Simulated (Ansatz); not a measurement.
Two structures of CH₆AlN, closed shell, reached by relaxing down either side of one saddle point (PBE0-D4/def2-TZVP). Energies are electronic, without zero-point energy. Computed with Ansatz 0.2.0 (basis: def2-TZVPP and def2-QZVPP); correlated methods freeze the cores. Extrapolation: Hartree–Fock as exp(−7.88 √X), correlation as X^−2.97. First:

```csv
atom,x (Å),y (Å),z (Å)
Al1,-1.2255,-0.1238,-0.7606
H2,-1.0098,-1.6963,-0.5058
H3,-0.9269,0.4453,-2.2292
H4,-2.3743,0.6200,0.0739
N5,0.4172,0.5240,0.2224
C6,1.2642,-0.2071,0.8101
H7,0.6108,1.5215,0.2682
H8,2.1330,0.2005,1.3250
H9,1.1114,-1.2840,0.7960
```

Second:

```json
{"atom": "Al1", "x (Å)": "-1.3504", "y (Å)": "0.4826", "z (Å)": "-0.7838"}
{"atom": "H2", "x (Å)": "0.7601", "y (Å)": "-1.4502", "z (Å)": "-0.1142"}
{"atom": "H3", "x (Å)": "-1.6400", "y (Å)": "-0.8309", "z (Å)": "-1.6213"}
{"atom": "H4", "x (Å)": "-2.2319", "y (Å)": "1.7980", "z (Å)": "-0.8230"}
{"atom": "N5", "x (Å)": "0.0650", "y (Å)": "0.4796", "z (Å)": "0.2751"}
{"atom": "C6", "x (Å)": "1.0247", "y (Å)": "-0.5812", "z (Å)": "0.4933"}
{"atom": "H7", "x (Å)": "0.2789", "y (Å)": "1.3003", "z (Å)": "0.8228"}
{"atom": "H8", "x (Å)": "1.0507", "y (Å)": "-0.9114", "z (Å)": "1.5386"}
{"atom": "H9", "x (Å)": "2.0429", "y (Å)": "-0.2867", "z (Å)": "0.2126"}
```

Q: Which bonds change from the first to the second?

A: CH₃N ([CH2][NH]) + AlH₃ → CH₆AlN ([CH3][NH][AlH2]); bonds formed: H2–C6; dative contacts that become bonds: Al1–N5; bonds broken: Al1–H2.

Q: Give the saddle point's structure and its height above each. (To be estimated.)

A: Computed: 20.07 kcal/mol above the first and 43.28 kcal/mol above the second (CCSD(T) at an estimated basis limit (MP2 extrapolated from triple and quadruple zeta, plus CCSD(T) − MP2 in triple zeta)).
Al1  (-0.988, -0.018, -0.694)
H2  (-0.611, -1.344, 0.248)
H3  (-0.822, -0.294, -2.245)
H4  (-2.137, 0.801, 0.035)
N5  (0.623, 0.942, 0.056)
C6  (1.015, -0.229, 0.482)
H7  (0.333, 1.549, 0.818)
H8  (1.139, -0.485, 1.534)
H9  (1.448, -0.921, -0.235)
(Å)

No T1 diagnostic of these runs exceeds 0.018.

Labels in which every atom is bracketed show which atoms are joined, not bond orders.

For scale, one of the runs: CCSD(T)/def2-TZVPP, 188 basis functions, launched by `ansatz run in.yaml --threads 2 --pin off --events-out ev --progress --plain --max-ram 4352MiB`. The run took 14 s on 2 CPU threads of an Intel Xeon 6975P-C (shared host), with 2 GiB of host memory at its peak.
